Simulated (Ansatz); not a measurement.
## A ladder of methods for [BH4]− (SMILES [H][B-]([H])([H])[H])

[BH4]−: 5 atoms, total charge -1, spin state singlet. SMILES: `[H][B-]([H])([H])[H]`. The coordinates come from a GFN2-xTB relaxation.

```xyz
5

B     0.0000   -0.0002   -0.0001
H     0.0119   -0.0206    1.2291
H     1.1546    0.0118   -0.4208
H    -0.5876    1.0078   -0.3876
H    -0.5789   -0.9989   -0.4207
```

Quantity: the energy change with the B1–H3 bond stretched from 1.229 to 3.073 Å, in eV. The values are calculated.

| level | kind | program | value (eV) |
| --- | --- | --- | --- |
| HF/3-21G (restricted) | Hartree–Fock | Ansatz | 4.01 |
| SVWN5/3-21G (restricted) | LDA | Ansatz | 3.66 |
| r2SCAN/3-21G (restricted) | meta-GGA | Ansatz | 3.66 |
| PBE0/3-21G (restricted) | global hybrid | Ansatz | 3.81 |
| r2SCAN0/3-21G (restricted) | hybrid meta-GGA | Ansatz | 3.91 |
| HSE06/3-21G (restricted) | range-separated hybrid | Ansatz | 3.79 |
| B2PLYP/3-21G (restricted) | double hybrid | Ansatz | 3.70 |
| RPA@PBE/3-21G (restricted) | RPA | Ansatz | 3.15 |
| MP2/3-21G (restricted) | perturbation theory | Ansatz | 3.93 |
| CCSDT/3-21G (restricted) | coupled cluster or CI | Ansatz | 3.40 |

Sets without diffuse functions describe the anion poorly. The first shape isn't each level's own minimum. The values span 3.15 to 4.01 eV. The coupled-cluster rows rest on a doubtful reference here (large T1 or Brueckner and Hartree–Fock orbitals at odds), and rows may lie in different states. All rows use very small basis sets, so even the best lies far from the true value.
